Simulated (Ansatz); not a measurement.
Species: C$_{2}$H$_{5}$S, charge 0, doublet. C2H5S (SMILES C(C)[S], doublet).
B3LYP-D3(BJ)/def2-TZVP minimum from Ansatz (a first-principles code):
```xyz
8

C      1.5240     0.6464    -0.0053
C      0.0064     0.7586     0.0050
S     -0.8874    -0.8074     0.0002
H     -0.3508     1.3108     0.8809
H     -0.3618     1.3224    -0.8587
H      1.9817     1.6392    -0.0016
H      1.8790     0.1022     0.8702
H      1.8678     0.1140    -0.8925
```
Charge 0, spin multiplicity 2.

Total energies in hartree (Ansatz). Radicals and triplets start from unrestricted determinants; spin-orbit coupling is neglected. Correlated methods leave the cores frozen. No relativity. Where a partner has so few electrons that a lower coupled-cluster level is exact, that level stands in.

```csv
species,HF/cc-pV(T+d)Z,CCSD(T)/cc-pV(T+d)Z,HF/cc-pV(Q+d)Z,CCSD(T)/cc-pV(Q+d)Z,CCSD(T)/cc-pV(D+d)Z,CCSDT(Q)/cc-pV(D+d)Z
"1: C2H5S (SMILES CC[S], doublet)",-476.20236,-476.76879,-476.21100,-476.80924,-476.62398,-476.62570
2: C (triplet),-37.69157,-37.78076,-37.69331,-37.78654,-37.76038,-37.76071
3: S (triplet),-397.50938,-397.65444,-397.51264,-397.66785,-397.60412,-397.60456
4: H (doublet),-0.49981,-0.49981,-0.49995,-0.49995,-0.49928,-0.49928
```

### Question
Work out the atomisation energy (electronic, to ground-state atoms) in kJ/mol: take Hartree-Fock from cc-pV(Q+d)Z, extrapolate the CCSD(T) correlation energy as X^-3 (X = 3, 4), and add CCSDT(Q) - CCSD(T) in cc-pV(D+d)Z. 1 hartree = 2625.5 kJ/mol.

### Answer

Species 1: correlation (64·(-0.59824) - 27·(-0.56643))/37 = -0.62145; step -0.00172; E1 = -476.21100 + (-0.62145) + (-0.00172) = -476.83417
Species 2: correlation (64·(-0.09323) - 27·(-0.08919))/37 = -0.09618; step -0.00033; E2 = -37.69331 + (-0.09618) + (-0.00033) = -37.78982
Species 3: correlation (64·(-0.15521) - 27·(-0.14506))/37 = -0.16262; step -0.00044; E3 = -397.51264 + (-0.16262) + (-0.00044) = -397.67570
Species 4: correlation (64·(0.00000) - 27·(0.00000))/37 = 0.00000; step +0.00000; E4 = -0.49995 + (0.00000) + (+0.00000) = -0.49995
-1·E1 +2·E2 +1·E3 +5·E4 = 1.07908 hartree = 2833.1 kJ/mol.
